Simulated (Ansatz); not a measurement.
Cost and result for the atomization energy of C3H3N, SMILES `C=CC#N` (7 atoms, 6 bonds).

Cartesian coordinates in Å:
```
C -0.246 0.050 -1.020
C 0.073 0.427 0.214
C 0.286 -0.503 1.271
N 0.462 -1.239 2.140
H -0.360 -0.995 -1.282
H -0.401 0.787 -1.798
H 0.186 1.474 0.475
```

Total charge 0; spin multiplicity 1. All single points use the PBE0-D4/def2-TZVP geometry. Program: Ansatz. All runs use 4 threads of an Arm Neoverse V1 on a shared host. Times are those of one run each, without the atoms' runs, and a repeat can differ threefold. Electronic energies, without spin–orbit coupling; frozen cores. CCSD(T)/CBS adds CCSD(T) − MP2 in def2-TZVPP to the MP2 limit, and its time is that of the two runs behind it. T1 = 0.014; the RHF reference is unstable towards UHF. B3LYP takes the VWN-RPA correlation (the form of Gaussian; ORCA's B3LYP/G).

The measured enthalpy of formation (G2 set as listed by Staroverov and co-workers 2003, 43.2 kcal/mol at 298 K), with computed zero-point and thermal terms and the atoms' enthalpies of Curtiss and co-workers (1997), gives an electronic atomization energy of 3196.4 kJ/mol. Core correlation, relativity and spin–orbit coupling, which the correlated runs lack, are worth up to about 1 kcal/mol a heavy atom.

```csv
level,functions,wall time,atomization (kJ/mol),error,per bond
revPBE-D4/def2-TZVPP,166,0.7 s,3227.8,31.4,5.2
BLYP-D4/def2-TZVPP,166,0.75 s,3235.1,38.7,6.5
CCSD(T)/def2-SVP,71,0.9 s,3044.7,-151.7,-25.3
BHLYP-D4/def2-TZVPP,166,0.95 s,3063.0,-133.4,-22.2
CAM-B3LYP-D4/def2-TZVPP,166,1.1 s,3201.1,4.7,0.8
B3LYP-D4/def2-TZVPP (with forces),166,1.2 s,3203.4,7.0,1.2
B2PLYP/def2-TZVPP,166,1.6 s,3178.3,-18.1,-3.0
r2SCANh-D4/def2-TZVPP,166,1.8 s,3156.2,-40.2,-6.7
ωB97X-V/def2-TZVPP,166,2.4 s,3183.1,-13.3,-2.2
ωB97M-V/def2-TZVPP (with forces),166,3.1 s,3196.7,0.3,0.1
MP2/def2-QZVPP,318,6 s,3232.7,36.3,6.1
CCSD(T)/def2-TZVPP,166,13 s,3093.4,-103.0,-17.2
CCSD(T)/CBS(def2),–,19 s,3177.0,-19.4,-3.2
```

Leaving LDA and LC-ωPBE aside and taking each functional with its dispersion term where it has one, the values, not all of them listed here, spread over 256.7 kJ/mol, from BHLYP-D4 to PBE-D4. LDA lies +372.4 kJ/mol from PBE without D4, its usual overbinding. At CCSD(T), def2-SVP lies −132.3 kJ/mol from the extrapolated value and def2-TZVPP −83.6 kJ/mol: correlation converges slowly with the basis, and small sets miss more of it in the bonded molecule than in its fragments. From PBE to PBE0 (25 % exact exchange), in def2-TZVPP and without D4, the atomization energy moves by −100.1 kJ/mol: exact exchange takes away binding that semilocal exchange gives to molecules.
